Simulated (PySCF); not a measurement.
Converging BN in the basis (PBE0)

PySCF, UKS reference; triplet, unpaired electrons σ ↑, π ↑; De to B + N without counterpoise correction.

```tsv
basis	relativity	functions	Re (Å)	ωe (cm⁻¹)	De (eV)	μ (D)
STO-3G	no relativity	10	1.339	1675	5.24	-1.66
x2c-SVPall	spin-free X2C	28	1.317	1624	4.87	-1.95
jorge-DZP-DKH	spin-free X2C	30	1.328	1578	4.59	-1.95
cc-pVTZ	no relativity	60	1.317	1595	4.80	-2.07
def2-TZVP	no relativity	62	1.315	1595	4.81	-2.14
def2-TZVPPD	no relativity	74	1.316	1595	4.82	-2.17
```

Task: How does each smaller set differ from the one with most functions, def2-TZVPPD?

Result: STO-3G: +2.3 pm, +5.0 % in ωe, +0.42 eV in De; x2c-SVPall: +0.1 pm, +1.8 % in ωe, +0.05 eV in De; jorge-DZP-DKH: +1.2 pm, -1.1 % in ωe, -0.23 eV in De; cc-pVTZ: +0.1 pm, +0.0 % in ωe, -0.02 eV in De; def2-TZVP: -0.1 pm, +0.0 % in ωe, -0.01 eV in De. All at PBE0; the set with most functions is neither the basis-set limit nor always the best. The rows treat relativity differently, so the differences are not basis effects alone.

A positive dipole means B(−)N(+). STO-3G is very small, so such numbers show the basis as much as the molecule. The state is the lowest determinant that a PBE0 search found; another state may lie lower at other levels.
